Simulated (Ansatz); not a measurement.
Two shapes of singlet H3O(+).

Shape 1:

```xyz
4

O     0.0307    0.0196    0.0403
H     0.8961    0.0111   -0.2122
H    -0.4661    0.8628   -0.2170
H    -0.4427   -0.8088   -0.2387
```

Shape 2:

```xyz
4

O     0.0000    0.0000    0.0685
H     0.8675    0.0000   -0.1827
H    -0.4337    0.7513   -0.1827
H    -0.4337   -0.7513   -0.1827
```

Basis set: 6-31G* (spherical functions). Frozen core: 1 orbital. Charge 1, multiplicity 1.

Computed with Ansatz (development build ahead of 0.2.0); each method stands on the lowest determinant of its kind that the runs found.

Question: Which shape is lower in energy, and by how much in each method?

Answer:

| method | E(2) − E(1) (eV) |
| --- | --- |
| RHF | 0.207 |
| RHF-MP2 | 0.407 |

Shape 1 is lower.
